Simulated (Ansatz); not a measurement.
Molecule: hydrogen sulfide, H2S (charge 0, singlet). SMILES: S
Geometry: optimised at B3LYP-D3(BJ)/def2-TZVP (Ansatz, a first-principles code).

Wanted: atomisation energy, in kcal/mol. Set-up: atomisation electronic, to ground-state atoms; six Cartesian d functions in 6-31G* and its kin unless marked 5d; valence correlation only; spin-orbit terms left out; UHF or UKS for open shells; non-relativistic; dispersion terms only where a functional's name holds one. CBS(X,Y): correlation extrapolated as X^-3; Hartree-Fock from the larger set (for Q and 5 zeta extrapolated as (X+1)exp(-9√X)). First-principles rows: single points at B3LYP-D3(BJ) geometries (Ansatz).

| species | coefficient | E at HF/6-31G* (Ansatz), Eh | E at PBE/def2-TZVPD (Ansatz), Eh |
|---|---|---|---|
| S (H2S) | -1 | -398.66694 | -399.22829 |
| H atom | +2 | -0.49823 | -0.49962 |
| S atom | +1 | -397.47596 | -397.93910 |

Coupled cluster (Ansatz) is a level with limits of its own, used here on species with T1 under 0.025 (0.045 for open shells) and stable references: CCSD(T)/CBS(cc-pV(Q+d)Z,cc-pV(5+d)Z). Value to compare with, CCSD(T)/CBS(cc-pV(Q+d)Z,cc-pV(5+d)Z) (Ansatz): 183.6 kcal/mol. 1 Eh = 627.5095 kcal/mol.

Work the quantity out at each level, and compare with CCSD(T)/CBS(cc-pV(Q+d)Z,cc-pV(5+d)Z) (Ansatz).


- HF/6-31G*: the sum of coefficient times E is 0.19452 Eh, or 122.06 kcal/mol. Result: 122.1 kcal/mol. Its difference against CCSD(T)/CBS(cc-pV(Q+d)Z,cc-pV(5+d)Z) (Ansatz) is -61.5 kcal/mol.
- PBE/def2-TZVPD: the sum of coefficient times E is 0.28995 Eh, or 181.95 kcal/mol. Result: 181.9 kcal/mol. Its difference against CCSD(T)/CBS(cc-pV(Q+d)Z,cc-pV(5+d)Z) (Ansatz) is -1.7 kcal/mol.
